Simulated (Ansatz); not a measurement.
# Structure relaxation of SiBi

These are results of DFT PBE, scalar-relativistic, plane waves, PAW (Ansatz 0.2.0), not measurements. Cutoff 420 eV, Γ-centred k mesh, Gaussian smearing, no spin polarisation in the final step.

The start puts SiBi on the caesium chloride structure type (Pm-3m, No. 221), with Si in place of Cs, Bi in place of Cl, at a guessed volume.

```yaml
crystal:
  lattice:
    - [3.60570, 0.00000, 0.00000]
    - [0.00000, 3.60570, 0.00000]
    - [0.00000, 0.00000, 3.60570]
  atoms:
    - { symbol: Si, position: [0.00000, 0.00000, 0.00000] }
    - { symbol: Bi, position: [0.50000, 0.50000, 0.50000] }
```

Cell and atoms relax at zero pressure; the relaxation can't lower the symmetry of the start.

Energies over the elements count from the elements' standard structures at the same level, with no empirical corrections.

(1) Which crystal results?

(2) What are its volume, energy, density and gap?

Results:

(1) It keeps Pm-3m (No. 221). The result has the caesium chloride structure. Conventional cell: a = 3.630 Å. Around Si lie 8 Bi at 3.14 Å and 6 Si at 3.63 Å; Bi has 8 Si at 3.14 Å and 6 Bi at 3.63 Å.

```xyz
2
Lattice="3.6301 0.0000 0.0000 0.0000 3.6301 0.0000 0.0000 0.0000 3.6301" Properties=species:S:1:pos:R:3 pbc="T T T"
Si    0.0000    0.0000    0.0000
Bi    1.8150    1.8150    1.8150
```

(2) The volume per atom is 23.92 Å³ and the density is 8.23 g/cm³. The energy over the elements is 0.58 eV/atom. The gap on the 16×16×16 mesh is 0 eV (a metal).

The final run used a 16×16×16 mesh on its 2-atom cell and 0.10 eV smearing. For metals, differences of a few meV/atom aren't resolved. Spin–orbit coupling is left out. Symmetry constrained the relaxation, so the result can be a saddle point. The steps took roughly 27 core-seconds in all.

Cost: 2 runs of about 0.45 core-minutes in all, on Arm Neoverse V2 (shared hosts).